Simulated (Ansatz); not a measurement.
Input file:

```yaml
crystal:
  periodic: [false, false, false]
  atoms:
    - {symbol: B, position_ang: [0.000000, 0.000000, 0.090069]}
    - {symbol: C, position_ang: [0.000000, 0.000000, -1.358850]}
    - {symbol: H, position_ang: [0.000000, 0.000000, 1.268781]}
basis:
  gaussian: {orbitals: 6-31G}
magnetization: {spin_polarized: false, initial_magnetization: 2}
hamiltonian: {xc: hf}
output: {orbitals: {seedname: orbitals}}
```

```sh
$ ansatz run in.yaml --threads 1 --pin off --events-out ev --progress --plain --max-ram 2393MiB
```

Output:

```
285 factors; integrals over basis functions are off by at most 2.2e-4 eV
mean field evaluation 1: about -1711.3856 eV, gradient 1.2e1 eV
mean field evaluation 2: about -1711.3889 eV, gradient 1.2e1 eV
mean field evaluation 4: about -1712.0774 eV, gradient 1.9e0 eV
mean field evaluation 8: about -1712.1047 eV, gradient 5.2e-4 eV
mean field evaluation 16: about -1711.7223 eV, gradient 5.7e0 eV
mean field evaluation 32: about -1711.3808 eV, gradient 9.4e0 eV
mean field -1712.10465434 eV, -62.9186855407 hartree, gradient 3.0e-6 eV, S^2 2.000000; 1 other end points of the search recorded, 0 dependent functions left out
reference -1712.10465434 eV, -62.9186855407 hartree; 7, 5 occupied and 13, 15 virtual orbitals, 285 factors
Total energy: -1712.10465434 eV, -62.9186855407 hartree
```

Ran on 1 thread of Intel Xeon Platinum 8488C, shared host: 0.12 s wall, 0.15 GiB peak host memory.
